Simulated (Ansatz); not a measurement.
Isolated molecules relaxed with PBE0-D4/def2-TZVP in Ansatz; ΔE leaves out vibrations. CCSD(T)/CBS adds triple-zeta CCSD(T) − MP2 to the extrapolated MP2 energy (def2 sets, frozen cores). DFT in def2-TZVPP. B3LYP here is the variant with VWN-RPA as its local correlation; programs differ in this. One conformer a species, not always the lowest.

Consider the isomerisation: `CCNN` → `CC(N)N`.

Q: Is it downhill or uphill in electronic energy at CCSD(T)/CBS, and by how much? (Estimate.)

A: The calculation gave: Downhill: ΔE = -27.4 kcal/mol.

Q: What do these levels give: B97M-V, PBE0-D4, B3LYP-D4, r2SCAN0-D4, ωB97M-V, PBE, PBE0, CCSD(T)/def2-SVP, MP2/def2-TZVPP, CCSD(T)/def2-TZVPP, MP2/def2-QZVPP, SCS-MP2/def2-QZVPP? (An estimate is asked.)

A: Ansatz gave: B97M-V -26.8, PBE0-D4 -25.6, B3LYP-D4 -25.3, r2SCAN0-D4 -26.9, ωB97M-V -26.2, PBE -24.7, PBE0 -25.5, CCSD(T)/def2-SVP -25.6, MP2/def2-TZVPP -28.5, CCSD(T)/def2-TZVPP -27.1, MP2/def2-QZVPP -28.6, SCS-MP2/def2-QZVPP -27.7 kcal/mol.

Q: What do rigid-rotor, harmonic-oscillator terms from PBE0-D4/def2-TZVP frequencies (298.15 K, 1 bar) make of the CCSD(T)/CBS value? (Best estimate.)

A: Ansatz gave: ΔZPE = 0.0 kcal/mol, ΔH = -27.4 kcal/mol, ΔS = -2 J/(mol·K), ΔG = -27.2 kcal/mol.

Largest T1 diagnostic among the species: 0.009.

From PBE to PBE0 (25 % exact exchange), in def2-TZVPP and without D4, ΔE moves by −0.8 kcal/mol. Leaving LDA and LC-ωPBE aside and taking each functional with its dispersion term where it has one, the values, not all of them listed here, spread over 2.5 kcal/mol, from PBE-QIDH to BLYP-D4. LDA lies −1.2 kcal/mol from PBE without D4. At CCSD(T), def2-SVP lies +1.8 kcal/mol from the extrapolated value and def2-TZVPP +0.2 kcal/mol.
